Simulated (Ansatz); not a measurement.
# H3OP: interaction energy of a dimer with the counterpoise correction, by script

Wanted for H3OP: the interaction energy of a dimer with the counterpoise correction. SMILES: OP.

All numbers are computed with the Python package of Ansatz 0.2.0. Level of theory: PBE/def2-SVP.

## (1) Starting point

Bond lengths: O1–P2 1.662 Å, O1–H3 0.914 Å, P2–H4 1.340 Å, P2–H5 1.406 Å. Angles: O1–P2–H4 99.8°, O1–P2–H5 100.5°, H4–P2–H5 95.2°, P2–O1–H3 110.2°.

The script holds or builds the structure itself.

## (2) The code

Input file h3op_dimer.py:

```python
"""Binding of a H3OP dimer at a trial geometry."""

from dataclasses import dataclass

import ansatz as az


@dataclass(frozen=True)
class RunConfig:
    basis: str = "def2-SVP"
    functional: str = "pbe"


opts = RunConfig()

FIRST = [
    ("O", (0.5371, -0.4158, 0.8197)),
    ("P", (0.0848, 0.2992, -0.6103)),
    ("H", (0.8546, -1.2581, 0.664)),
    ("H", (-1.1577, -0.1897, -0.7255)),
    ("H", (-0.3189, 1.5642, -0.1478)),
]
SECOND = [
    ("O", (0.1366, 1.0817, -4.4441)),
    ("P", (-0.3157, -0.5105, -4.2993)),
    ("H", (0.9032, 1.1478, -4.9364)),
    ("H", (0.4359, -0.8652, -3.2479)),
    ("H", (-1.5061, -0.3728, -3.5637)),
]

def energy(atoms, ghosts=()):
    molecule = az.Crystal.molecule()
    for symbol, xyz in atoms:
        molecule = molecule.atom(symbol, xyz)
    calc = (
        molecule.calculation()
        .basis(gaussian=opts.basis)
        .functional(opts.functional)
    )
    deck = calc.input()
    if ghosts:
        deck = deck.set(az.key.basis.gaussian.ghost_atoms, [{"symbol": s, "position_ang": list(xyz)} for s, xyz in ghosts])
    return az.Session.from_dict(deck).plan().execute().report["free_energy_ev"]

# monomers in their own basis and in the basis of the dimer
both = energy(FIRST + SECOND)
alone = energy(FIRST) + energy(SECOND)
ghosted = energy(FIRST, SECOND) + energy(SECOND, FIRST)
print(f"dimer {both:.6f} eV")
print(f"interaction, uncorrected   {23.060548 * (both - alone):8.3f} kcal/mol")
print(f"interaction, counterpoise  {23.060548 * (both - ghosted):8.3f} kcal/mol")
print(f"basis-set superposition    {23.060548 * (alone - ghosted):8.3f} kcal/mol")
```

## (3) The input behind the calls

The package turns the script's settings into the engine's input (first run):

```yaml
crystal:
  periodic: [false, false, false]
  atoms:
    - { symbol: O, position_ang: [0.5371, -0.4158, 0.8197] }
    - { symbol: P, position_ang: [0.0848, 0.2992, -0.6103] }
    - { symbol: H, position_ang: [0.8546, -1.2581, 0.664] }
    - { symbol: H, position_ang: [-1.1577, -0.1897, -0.7255] }
    - { symbol: H, position_ang: [-0.3189, 1.5642, -0.1478] }
    - { symbol: O, position_ang: [0.1366, 1.0817, -4.4441] }
    - { symbol: P, position_ang: [-0.3157, -0.5105, -4.2993] }
    - { symbol: H, position_ang: [0.9032, 1.1478, -4.9364] }
    - { symbol: H, position_ang: [0.4359, -0.8652, -3.2479] }
    - { symbol: H, position_ang: [-1.5061, -0.3728, -3.5637] }
basis:
  gaussian:
    orbitals: def2-SVP
hamiltonian:
  xc: pbe
```

## (4) The run

On the command line:

```console
python h3op_dimer.py
```

Output:

```text
dimer -22745.645950 eV
interaction, uncorrected     -0.147 kcal/mol
interaction, counterpoise     0.948 kcal/mol
basis-set superposition       1.095 kcal/mol
```

Wall time 6.8 s (1 thread of Arm Neoverse V1, shared host); peak memory 0.18 GiB.

## (5) What changed from run to run

The engine's inputs for some of the other runs:

Run 2, against run 1:

```diff
@@ -9,5 +8,0 @@
-    - { symbol: O, position_ang: [0.1366, 1.0817, -4.4441] }
-    - { symbol: P, position_ang: [-0.3157, -0.5105, -4.2993] }
-    - { symbol: H, position_ang: [0.9032, 1.1478, -4.9364] }
-    - { symbol: H, position_ang: [0.4359, -0.8652, -3.2479] }
-    - { symbol: H, position_ang: [-1.5061, -0.3728, -3.5637] }
```

Run 4, against run 1:

```diff
@@ -9,5 +8,0 @@
-    - { symbol: O, position_ang: [0.1366, 1.0817, -4.4441] }
-    - { symbol: P, position_ang: [-0.3157, -0.5105, -4.2993] }
-    - { symbol: H, position_ang: [0.9032, 1.1478, -4.9364] }
-    - { symbol: H, position_ang: [0.4359, -0.8652, -3.2479] }
-    - { symbol: H, position_ang: [-1.5061, -0.3728, -3.5637] }
@@ -16,0 +12,6 @@
+    ghost_atoms:
+      - { symbol: O, position_ang: [0.1366, 1.0817, -4.4441] }
+      - { symbol: P, position_ang: [-0.3157, -0.5105, -4.2993] }
+      - { symbol: H, position_ang: [0.9032, 1.1478, -4.9364] }
+      - { symbol: H, position_ang: [0.4359, -0.8652, -3.2479] }
+      - { symbol: H, position_ang: [-1.5061, -0.3728, -3.5637] }
```

Run 5, against run 1:

```diff
@@ -4,5 +3,0 @@
-    - { symbol: O, position_ang: [0.5371, -0.4158, 0.8197] }
-    - { symbol: P, position_ang: [0.0848, 0.2992, -0.6103] }
-    - { symbol: H, position_ang: [0.8546, -1.2581, 0.664] }
-    - { symbol: H, position_ang: [-1.1577, -0.1897, -0.7255] }
-    - { symbol: H, position_ang: [-0.3189, 1.5642, -0.1478] }
@@ -16,0 +12,6 @@
+    ghost_atoms:
+      - { symbol: O, position_ang: [0.5371, -0.4158, 0.8197] }
+      - { symbol: P, position_ang: [0.0848, 0.2992, -0.6103] }
+      - { symbol: H, position_ang: [0.8546, -1.2581, 0.664] }
+      - { symbol: H, position_ang: [-1.1577, -0.1897, -0.7255] }
+      - { symbol: H, position_ang: [-0.3189, 1.5642, -0.1478] }
```

Lines on the test bed's own set-up are left out of the output.

## (6) Run by run

From the records of these 5 runs:

| run | system | ghost atoms | energy (eV) | SCF cycles | CPU time (s) |
| --- | --- | --- | --- | --- | --- |
| 1 | H6O2P2 | not set | -22745.6459 | 16 | 2 |
| 2 | H3OP | not set | -11372.8199 | 15 | 0.54 |
| 3 | H3OP | not set | -11372.8197 | 15 | 0.54 |
| 4 | H3OP | a list of 5 | -11372.8476 | 16 | 1.7 |
| 5 | H3OP | a list of 5 | -11372.8394 | 15 | 1.4 |

Totals carry meaning only in balanced differences at one level of theory.

## (7) Summary of results

```
                        quantity            value
 interaction energy, uncorrected  -0.147 kcal/mol
interaction energy, counterpoise   0.948 kcal/mol
                   runs compared                5
```

What this shows: The counterpoise correction turns the binding into repulsion: what looked like attraction was the basis set's error. Uncorrected it is -0.147 kcal/mol, with the counterpoise correction 0.948 kcal/mol; the difference, 1.09 kcal/mol, is the superposition error. The sign changes with the correction, so this basis doesn't settle it. Reading the output:
- The dimer is a generated trial pose of unrelaxed monomers, not a minimum, so the figure is no binding energy, and the basis set is small.
- This level lacks the dispersion part of the attraction (electrostatics and induction are there), which can decide the sign where the interaction is weak.
